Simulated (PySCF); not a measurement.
Protonation sites of 1-methylimidazole

Parent: 1-methylimidazole, `Cn1ccnc1` (C4H6N2). Coordinates in Å; atoms count from 1 in this order:
```
C    -1.6656   -0.1255   -0.1141
N    -0.2406    0.0528   -0.0192
C     0.7134   -0.9336   -0.0520
C     1.9185   -0.2837    0.0793
N     1.7240    1.0630    0.1909
C     0.4269    1.2310    0.1290
H    -2.1540    0.8568   -0.0737
H    -1.9408   -0.6106   -1.0627
H    -2.0450   -0.7365    0.7191
H     0.4538   -1.9838   -0.1634
H     2.9147   -0.7247    0.0973
H    -0.1015    2.1841    0.1848
```

These are calculated values, PBE0-D3(BJ)/def2-TZVP in PySCF (grid level 2) at geometries from PBE0-D3(BJ)/def2-SVP. Zero-point and thermal terms (298.15 K, 1 bar) come from unscaled GFN2-xTB harmonic frequencies, with soft modes damped to free rotors in the entropy. These were taken at the GFN2-xTB minima.

| site | product | PA / eV | GB / eV | gas share | above best in chloroform / eV |
| --- | --- | --- | --- | --- | --- |
| N5 (pyridine-type nitrogen) | `Cn1cc[nH+]c1` | 10.13 | 9.78 | > 99.9 % | 0.000 |
| N2 (pyrrole-type nitrogen) | `C[NH+]1C=CN=C1` | 7.86 | 7.52 | < 0.1 % | 2.051 |

PA is −ΔH and GB is −ΔG of B + H⁺ → BH⁺ in the gas phase. Shares are Boltzmann weights among the listed products; an error of 10 kJ/mol changes a ratio about 56-fold. Sites whose products fell apart, merged with another or lost in a GFN2-xTB screen aren't listed. Values in solvent are IEF-PCM free energies relative to the most favourable product.

Of the listed sites N5 (pyridine-type nitrogen) is favoured in the gas phase, 2.27 eV ahead of N2 in free energy.

In chloroform the product from N5 is solvated 1.75 eV more strongly than the parent (electrostatics only).

Measured values (NIST Chemistry WebBook, evaluated or the median of agreeing entries): proton affinity (−ΔH) 960 kJ/mol (computed 977, difference 17); gas-phase basicity (−ΔG) 928 kJ/mol (computed 944, difference 16). These are compared with the most favourable site that keeps the skeleton.

Differences come from unrounded values, so a last digit can differ from that of the printed terms.
